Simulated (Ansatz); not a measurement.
A made-up structure of CH$_{3}$OSi, doublet:

```tsv
atom	x (Å)	y (Å)	z (Å)
C1	-0.5156	0.1783	-0.5707
Si2	0.0834	-1.2940	0.0577
O3	0.9925	-0.5144	0.9615
H4	-0.9023	-0.0047	-1.4069
H5	-0.8533	1.1344	0.0321
H6	1.1953	0.5004	0.9263
```

It is relaxed with PBE-D4/def2-SVP and then PBE0-D4/def2-TZVP (Ansatz 0.2.0). Atoms count as bonded within 1.22 times the sum of their covalent radii (H–H: 0.88 Å). The end point is not checked to be a true minimum.

Task: Does its bonding change? (A judgement: the text doesn't fix the answer.)

Result: The calculation gives: No: no bond forms or breaks.

Where it ends: The first stage lowers the energy by 2.62 eV in 10 steps. It ends as CH₃OSi ([CH2][Si][OH]):
```
6
angstrom
C -0.6506 0.2132 -0.6921
Si 0.1526 -1.2200 0.1286
O 1.2388 -0.5657 1.1924
H -1.1860 0.0931 -1.6327
H -0.9657 1.1009 -0.1389
H 1.4109 0.3785 1.1427
```

Labels in which every atom is bracketed show which atoms are joined, not bond orders.

For scale, one of the runs: PBE0-D4/def2-TZVP relaxation, 117 basis functions, launched by `ansatz run in.yaml --threads 2 --pin off --events-out ev --progress --plain --max-ram 4352MiB`. The run took about 27 s on 2 CPU threads of an Arm Neoverse V2 (shared host).
